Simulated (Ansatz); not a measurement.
# C₄H₄F₂: one species, many methods

One table from this session's results is given with a row withheld; the runs are named, their logs left out.

The runs use Ansatz 0.2.0, Gaussian basis; functionals in def2-TZVPP, the program's frozen cores in correlated methods.

Plan: PBE-D4, r2SCAN-D4, PBE0-D4, B3LYP-D4, ωB97X-V, ωB97M-V, B2PLYP; CCSD(T)/def2-TZVPP; MP2/def2-QZVPP; extrapolation to the limit.

### The relaxed structure

All runs share one geometry, relaxed beforehand with PBE0-D4 in a triple-zeta def2 set.

SMILES `C=C(F)/C=C\F`, 10 atoms, charge 0, spin multiplicity 1.

Atoms are counted from 1 here; the program's logs count them from 0.

Bond lengths: C1–C2 1.329 Å, C1–H7 1.080 Å, C1–H8 1.081 Å, C2–F3 1.339 Å, C2–C4 1.446 Å, C4–C5 1.329 Å, C4–H9 1.083 Å, C5–F6 1.327 Å, C5–H10 1.084 Å. Angles: C2–C1–H7 120.0°, C2–C1–H8 120.8°, H7–C1–H8 119.2°, C1–C2–F3 119.4°, C1–C2–C4 125.3°, F3–C2–C4 115.3°, C2–C4–C5 128.6°, C2–C4–H9 115.8°, C5–C4–H9 115.7°, C4–C5–F6 124.4°, C4–C5–H10 123.2°, F6–C5–H10 112.4°.

The first run:

in.yaml reads:

```yaml
crystal:
  periodic: [false, false, false]
  atoms:
    - {symbol: C, position_ang: [-0.299093, -1.740384, 0.634118]}
    - {symbol: C, position_ang: [-0.021353, -0.441831, 0.592982]}
    - {symbol: F, position_ang: [0.300857, 0.196852, 1.724456]}
    - {symbol: C, position_ang: [-0.033391, 0.378754, -0.597473]}
    - {symbol: C, position_ang: [0.232781, 1.675298, -0.712321]}
    - {symbol: F, position_ang: [0.569499, 2.464455, 0.299658]}
    - {symbol: H, position_ang: [-0.560422, -2.265931, -0.272898]}
    - {symbol: H, position_ang: [-0.267263, -2.283891, 1.568097]}
    - {symbol: H, position_ang: [-0.293518, -0.129956, -1.517249]}
    - {symbol: H, position_ang: [0.197202, 2.207136, -1.656071]}
basis:
  gaussian: {orbitals: def2-TZVPP}
hamiltonian: {xc: pbe, dispersion: d4}
output: {forces: true, orbitals: {seedname: orbitals}}
```

Launch:

```bash
$ ansatz run in.yaml --threads 4 --pin off --events-out ev --progress --plain --max-ram 10444MiB
```

Steps of the session up to this table: PBE-D4 (GGA); r2SCAN-D4 (meta-GGA); PBE0-D4 (hybrid); B3LYP-D4 (hybrid); ωB97X-V (range-separated); ωB97M-V (range-separated); B2PLYP (double hybrid); CCSD(T) in def2-TZVPP; MP2 in def2-QZVPP.

One table of the session follows, with a row left open; its other results are not shown here.

It belongs to the step «Atomisation energies». 

```
            method  atomisation energy (kJ/mol)
            PBE-D4                       4488.8
         r2SCAN-D4                       4340.9
           PBE0-D4                       4359.3
          B3LYP-D4                       4313.0
           ωB97X-V                       4304.3
           ωB97M-V                       4318.2
            B2PLYP                       4272.9
     HF/def2-TZVPP                       3091.2
    MP2/def2-TZVPP                       4311.0
   CCSD/def2-TZVPP                       4103.4
CCSD(T)/def2-TZVPP                       4187.1
           MP2/CBS                            ?
       CCSD(T)/CBS                       4293.7
```

**Question.** Estimate the row for MP2/CBS.

As computed: atomisation energy (kJ/mol): 4417.6. In the column «atomisation energy (kJ/mol)» it lies between PBE0-D4 (4359.3) and PBE-D4 (4488.8).
